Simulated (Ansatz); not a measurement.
Basis-set extrapolation for C4H4O, SMILES `C#COC=C` (PBE0-D4/def2-TZVP geometry, frozen core, Ansatz). Multiplicity 1, RHF reference.

```csv
,def2-TZVPP,def2-QZVPP
HF,-228.631067,-228.641080
MP2 correlation,-0.848206,-0.906943
CCSD(T) correlation,-0.913158,not run
```

Energies in hartree. Use E(X) = E(∞) + A·exp(−7.88·√X) for Hartree–Fock and E(X) = E(∞) + B·X^(−2.97) for correlation, with X = 3 and 4, and add CCSD(T) minus MP2 of the smaller set to the MP2 limit.

What is the CCSD(T) energy at the basis-set limit?

HF limit: -228.641080 + (-0.010013) × 0.13774 = -228.64246. MP2 limit: -0.906943 + (-0.058737) × 0.74074 = -0.95045. Higher-order term: -0.913158 − (-0.848206) = -0.06495. Total: -229.65786 hartree, 298.3 kJ/mol below CCSD(T)/def2-TZVPP.
